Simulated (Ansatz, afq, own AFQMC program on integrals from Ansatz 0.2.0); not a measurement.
AFQMC on a folder of integrals that Ansatz 0.2.0 wrote.

```yaml
crystal:
  periodic: [false, false, false]
  atoms:
    - {symbol: B, position_ang: [0.000000, -0.359779, 2.236094]}
    - {symbol: B, position_ang: [0.000000, 0.426571, 0.866291]}
    - {symbol: Si, position_ang: [0.000000, -0.084338, -1.228299]}
    - {symbol: H, position_ang: [0.000000, 1.633611, 0.949948]}
basis:
  gaussian: {orbitals: cc-pVDZ}
magnetization: {spin_polarized: true, initial_magnetization: 3}
correlation: {method: ccsd_t, electrons: outside_noble_gas, hamiltonian_folder: ham}
```

```sh
$ ansatz run in.yaml --threads 1 --pin off --events-out ev --progress --plain --max-ram 1382MiB
```

Options of the walk:

```
--method phaseless --trial cisd --walkers 60 --populations 1 --least-time 40 --time-step 0.005 --steps-per-block 50 --equilibration-blocks 28 --max-blocks 300 --target-error 0.0004 --factor-cut 1e-05 --start spin_pure --seed 3170 --release-times 0.24,0.51,0.99,1.62,2.4 --release-step 0.03 --release-every 4 --taylor-order 6
```

Times are imaginary, in 1/Eh. The walk had a cap of 2083 s.

afq prints:

```
orbitals 44  electrons 7 4  factors 346 of 493
reference energy -338.67589120 Eh
CCSD correlation -0.21637554 Eh in 18 cycles, weight of the determinant in the CISD state 0.8197
energy of the start -338.888194 Eh
 block  time / (1/Eh)  mean weight  energy / Eh
     1     0.250  0.9992  -338.886272
     2     0.500  1.0007  -338.887849
     3     0.750  1.0002  -338.889689
     4     1.000  1.0003  -338.892362
     5     1.250  0.9992  -338.893430
     7     1.750  0.9990  -338.893753
     9     2.250  0.9991  -338.898414
    17     4.250  1.0006  -338.898957
    33     8.250  0.9996  -338.900485
    49    12.250  1.0013  -338.903864
    65    16.250  0.9976  -338.901576
    81    20.250  0.9982  -338.900413
    97    24.250  0.9991  -338.898887
   113    28.250  0.9990  -338.892982
   129    32.250  0.9997  -338.903783
   145    36.250  0.9995  -338.910191
   161    40.250  0.9995  -338.900380
   177    44.250  1.0004  -338.893854
   193    48.250  0.9963  -338.912698
   209    52.250  1.0000  -338.907127
   225    56.250  0.9983  -338.903993
   241    60.250  0.9992  -338.899546
   257    64.250  0.9987  -338.907059
   273    68.250  0.9994  -338.904196
   289    72.250  0.9997  -338.898305
   305    76.250  1.0019  -338.894045
   321    80.250  1.0000  -338.901099
blocks merged  error / Eh  count
     1  0.000277  300
     2  0.000356  150
     4  0.000450  75
     8  0.000518  37
    16  0.000609  18
    32  0.000531  9
released: time / (1/Eh)  energy / Eh  error  mean overlap
  0.24  -338.903389  0.000873  1.0153
  0.51  -338.903399  0.000782  1.0166
  0.99  -338.904346  0.000638  1.0262
  1.62  -338.904758  0.000698  1.0277
  2.40  -338.905126  0.000809  1.0330
energy -338.902957 +/- 0.000609 Eh
(rows thinned)
```

The run passed its tests (sampling time, drift between the halves within three errors, error under three times the target), which doesn't prove that it has relaxed.

Against this walk (error 16.6 meV) on the same determinant: CCSD(T) 51.1 meV higher, CCSDT(Q) 33.0 meV lower (within the noise). The error is statistical and leaves out the bias of the constraint. None of these is a sure reference here. The released energies are still falling (meV from the phaseless value at times in 1/Eh: -12 ± 24 at 0.24, -12 ± 21 at 0.51, -38 ± 17 at 0.99, -49 ± 19 at 1.62, -59 ± 22 at 2.40), so they give no level.

Cautions: constraint bias not in the error; error above the target (16.6 against 10.9 meV); lower spins were not checked; higher spins were not checked; raised T1 diagnostic (T1 0.043, weight of the determinant 0.82, largest double 0.06); unrestricted determinant slightly spin contaminated (⟨S²⟩ 3.83 against 3.75); the bias of populations of 60 walkers isn't removed.

The walk took 7.4 min on 1 thread of Intel(R) Xeon(R) 6975P-C (Granite Rapids), with other jobs on the host. The log's last line is the phaseless energy.

CCSDT and higher add their correlation energy to the determinant of the CCSD(T) run, since their own runs factorise the integrals more tightly (a shift of under 2 meV). A walk keeps the symmetry of its determinant, which the program's search chose and which needn't be the lowest solution, so a lower state of the same spin and another symmetry isn't excluded.
